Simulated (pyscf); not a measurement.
Addition across a multiple bond or ene-type step: H₃C–GaH–CH₃ + ethylene (H₂C=CH₂) → H₃C–CH₂–Ga(CH₃)–CH₃

Gas phase, singlet surface, charge 0. Bonds broken: Ga2–H7. Bonds formed: Ga2–C11, H7–C12. Structures and frequencies: ωB97X-D3(BJ)/def2-SVP in PySCF.

Transition state (Å):

```xyz
16

C     -2.5358     1.2709     0.4362
Ga    -0.9133     0.2014     0.1105
C     -0.4710    -1.2040    -1.1978
H     -2.8316     1.8268    -0.4675
H     -3.3816     0.6316     0.7338
H     -2.3638     1.9999     1.2440
H     -0.2761    -0.2475     1.5959
H     -0.6031    -0.8406    -2.2291
H      0.5759    -1.5265    -1.0812
H     -1.1128    -2.0890    -1.0647
C      0.7368     1.6128     0.0571
C      0.9136     0.9507     1.2844
H      0.2966     2.6131     0.0491
H      1.3631     1.3344    -0.7944
H      1.6755     0.1729     1.3884
H      0.6226     1.4350     2.2209
```

One imaginary mode, 776i cm⁻¹; descent along it reached the two sides named, in the forms told below.

| bond | change | reactant side (Å) | saddle | product side |
|---|---|---|---|---|
| Ga2–H7 | breaks | 1.582 | 1.677 | 3.1 |
| Ga2–C11 | forms | 2.7 | 2.172 | 1.982 |
| H7–C12 | forms | 2.8 | 1.717 | 1.107 |

Electronic energies relative to the separated reactants (kJ/mol):

| level | barrier | reaction energy | reverse barrier |
|---|---|---|---|
| ωB97X-D3(BJ)/def2-TZVP | 25.2 | -139.7 | 164.9 |
| PBE/def2-TZVP | 16.0 | -123.9 | 140.0 |
| r²SCAN/def2-TZVP | 9.2 | -130.7 | 139.8 |
| B3LYP-D3(BJ)/def2-TZVP | 35.1 | -118.8 | 153.9 |
| PBE0-D3(BJ)/def2-TZVP | 11.3 | -141.6 | 152.9 |
| M06-2X/def2-TZVP | 23.4 | -133.6 | 156.9 |
| ωB97M-D3(BJ)/def2-TZVP | 37.0 | -124.1 | 161.2 |
| HF/def2-TZVP | 107.3 | -90.1 | 197.4 |

With ωB97M-D3(BJ)/def2-TZVP energies and thermal terms (ideal gas, 1 atm, RRHO with modes under 100 cm⁻¹ raised to 100, one conformer, R ln 2 for chiral ones without a mode under 150 cm⁻¹), in kJ/mol:

```
T (K)   ΔH‡    ΔG‡      ΔH     ΔG
-----  ----  -----  ------  -----
298    41.4   91.4  -107.6  -63.7
600    42.4  141.8  -105.5  -19.9
900    44.6  191.1  -102.5  +22.3
1200   47.1  239.5   -98.8  +63.3
```

On the reactant side the descent ends in a bound adduct, 42.1 kJ/mol under the separated species and 67.3 kJ/mol under the saddle at ωB97X-D3(BJ)/def2-TZVP. At the saddle there is also a short C–Ga contact that neither side keeps. This is the saddle that the search found; another between the same sides may lie lower. Elements up to Kr have no core potential and no relativistic terms here.
